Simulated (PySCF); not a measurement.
C2H8N (charge +1).
Atom-mapped SMILES: `[CH3:1][NH2+:2][CH3:3]` (hydrogens: H4, H5, H6 on C1; H7, H8 on N2; H9, H10, H11 on C3)

The same species was optimised twice, with GFN2-xTB and with PBE0-D3(BJ)/def2-SVP (PySCF), and the same property calculations (PySCF, gas phase) were run on both structures.

```csv
coordinate,GFN2-xTB,PBE0-D3(BJ)/def2-SVP,change
N2–C3 (Å),1.478,1.489,+0.011
C1–N2 (Å),1.478,1.488,+0.010
C1–H4 (Å),1.088,1.097,+0.009
C3–H9 (Å),1.088,1.097,+0.009
C1–H6 (Å),1.088,1.097,+0.009
C3–H10 (Å),1.088,1.097,+0.009
C3–H11 (Å),1.088,1.097,+0.009
C1–H5 (Å),1.088,1.097,+0.009
N2–H8 (Å),1.028,1.028,0.000
N2–H7 (Å),1.028,1.028,0.000
H7–N2–H8 (°),107.4,104.9,-2.5
C1–N2–C3 (°),112.8,114.6,+1.8
N2–C3–H9 (°),110.5,109.2,-1.3
N2–C1–H4 (°),110.5,109.3,-1.2
H4–C1–H5 (°),108.9,110.1,+1.2
H9–C3–H10 (°),108.8,110.1,+1.3
H4–C1–H6 (°),108.9,110.1,+1.2
H9–C3–H11 (°),108.9,110.1,+1.2
```

Rotational constants: A = 30203, B = 8983, C = 7907 MHz (GFN2-xTB) against A = 30381, B = 8750, C = 7750 MHz (PBE0-D3(BJ)/def2-SVP). Point groups within 0.08 Å: C2v and C2v. Atoms that the bonding makes alike are paired by their places after alignment.

On the GFN2-xTB structure: lowest singlet, TDDFT (eV) 10.48 [CAM-B3LYP/def2-SVPD]; isotropic polarisability (au) 30.7 [CAM-B3LYP/def2-SVPD]; HOMO (eV) -18.11 [CAM-B3LYP/def2-SVPD]; LUMO (eV) -4.12 [CAM-B3LYP/def2-SVPD]; HOMO (eV) -16.66 [PBE0/pcSseg-1]; LUMO (eV) -4.75 [PBE0/pcSseg-1]; GIAO shielding of C1/C3 (mean) (ppm) 147.7 [PBE0/pcSseg-1]; GIAO shielding of N2 (ppm) 212.8 [PBE0/pcSseg-1].

Task: What do these properties become on the PBE0-D3(BJ)/def2-SVP structure?

Result: 
```
                                    property                level  on GFN2-xTB  on PBE0-D3(BJ)/def2-SVP  change
                  lowest singlet, TDDFT (eV)  CAM-B3LYP/def2-SVPD        10.48                    10.51   +0.03
               isotropic polarisability (au)  CAM-B3LYP/def2-SVPD         30.7                     31.2    +0.5
                                   HOMO (eV)  CAM-B3LYP/def2-SVPD       -18.11                   -18.15   -0.04
                                   LUMO (eV)  CAM-B3LYP/def2-SVPD        -4.12                    -4.13   -0.01
energy, GFN2-xTB geometry as zero (kcal/mol)  CAM-B3LYP/def2-SVPD          0.0                     -0.6    -0.6
                                   HOMO (eV)        PBE0/pcSseg-1       -16.66                   -16.70   -0.04
                                   LUMO (eV)        PBE0/pcSseg-1        -4.75                    -4.76   -0.01
energy, GFN2-xTB geometry as zero (kcal/mol)        PBE0/pcSseg-1          0.0                     -0.5    -0.5
        GIAO shielding of C1/C3 (mean) (ppm)        PBE0/pcSseg-1        147.7                    145.2    -2.5
                  GIAO shielding of N2 (ppm)        PBE0/pcSseg-1        212.8                    210.8    -2.0
```

The heavy atoms differ by 0.019 Å rms after alignment. Among all bonds C1–N2 and N2–C3 change most and about equally (+0.010 to +0.011 Å). Changes are differences of the printed values. Neither structure is proved a minimum here. Geometry: PBE0-D3(BJ)/def2-SVP; no solvent, vibrations or thermal averaging.
